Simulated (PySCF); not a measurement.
hydrogen chloride cation (ClH), SMILES Cl (connectivity only; charge and spin as stated), charge +1, multiplicity 2.

Coordinates come from a PBE-D3(BJ)/def2-TZVPD optimisation. The spin state was assumed, not searched.

Computed with PySCF with PBE-D3(BJ)/def2-TZVPD.

Frequencies are harmonic and unscaled.

```json
[
 {"mode": "1", "ν (cm⁻¹)": "2566", "IR (km/mol)": "253.8", "moving atoms (share of kinetic energy)": "H 97 %"}
]
```
